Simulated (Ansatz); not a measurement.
Species: molecular chlorine, Cl2 (charge 0, singlet). 
Geometry from a B3LYP-D3(BJ)/def2-TZVP (Ansatz, a program for electronic structure) optimisation:
```xyz
2

Cl     0.0000     0.0000    -1.0068
Cl     0.0000     0.0000     1.0068
```

Property: vertical electron affinity (to the doublet state of charge -1; a negative value means that the extra electron is unbound and the number depends on the basis; each state is the SCF solution reached for its spin), in eV. Correlated levels leave the core frozen unless marked. Open shells are spin-unrestricted. Spin-orbit coupling is left out. No relativistic terms. Anions need diffuse functions: aug- sets have them; def2-D sets add few. CBS marks a two-point X^-3 extrapolation of the correlation energy; Hartree-Fock from the larger set.

```csv
level,program,vertical electron affinity (eV)
SVWN5/def2-TZVPD,Ansatz,1.19
PBE/def2-TZVPD,Ansatz,1.06
r2SCAN/def2-TZVPD,Ansatz,1.13
CAM-B3LYP/def2-TZVPD,Ansatz,1.08
wB97X/def2-TZVPD,Ansatz,0.96
CCSD/aug-cc-pV(D+d)Z,Ansatz,0.76
CCSD/aug-cc-pV(Q+d)Z,Ansatz,0.85
CCSD/def2-QZVPPD,Ansatz,0.82
"CCSD/CBS(aug-cc-pV(T+d)Z,aug-cc-pV(Q+d)Z)",Ansatz,0.91
CCSD(T)/aug-cc-pV(D+d)Z,Ansatz,0.76
CCSD(T)/def2-SVPD,Ansatz,0.80
CCSD(T)/def2-TZVPPD,Ansatz,0.76
CCSD(T)/aug-cc-pV(Q+d)Z,Ansatz,0.89
CCSD(T)/def2-QZVPPD,Ansatz,0.86
"CCSD(T)/CBS(aug-cc-pV(T+d)Z,aug-cc-pV(Q+d)Z)",Ansatz,0.96
```
